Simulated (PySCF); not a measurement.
Problem. Write Cartesian coordinates for `[C-]#CCCC=C` as optimised with GFN2-xTB. (Charge -1.)

Solution. 
```xyz
13
C6H7 angstrom
C      3.633    0.651   -0.326
C      2.485    0.218   -0.297
C      1.131   -0.375   -0.334
C      0.171    0.300    0.689
C     -1.168   -0.325    0.607
C     -2.227    0.200   -0.015
H      0.677   -0.275   -1.337
H      1.168   -1.457   -0.106
H      0.601    0.175    1.688
H      0.118    1.369    0.465
H     -1.239   -1.334    1.003
H     -3.154   -0.341   -0.135
H     -2.200    1.193   -0.435
```

Orientation and origin are arbitrary. Atoms count from 1 in this order. Of the pairs four or more bonds apart, H10···H13 is among the closest relative to their van der Waals radii: 2.49 Å, 104 % of the sum of Bondi's values. C5 (alkene CH carbon) is planar (angles 125.3°, 118.9° and 115.5°, sum 359.7°, 0.04 Å off the plane of its three neighbours). The C–C distances run from 1.227 Å (C1≡C2, drawn triple) to 1.557 Å (C3–C4, drawn single), a spread of 0.330 Å. C6 (terminal =CH2 carbon) is planar (angles 122.4°, 121.5° and 116.1°, sum 360.0°, 0.00 Å off the plane of its three neighbours).

Bonds between heavy atoms (Å): C1≡C2 1.227, C2–C3 1.479, C3–C4 1.557, C4–C5 1.480, C5=C6 1.335.

The geometry is computed with GFN2-xTB (gas phase).

Point group: C1 (no symmetry element, even within 0.4 Å). Not checked by GFN2-xTB frequencies. Torsions: C2–C3–C4–C5 180°, C3–C4–C5–C6 -102°.

One conformer stands for the species.
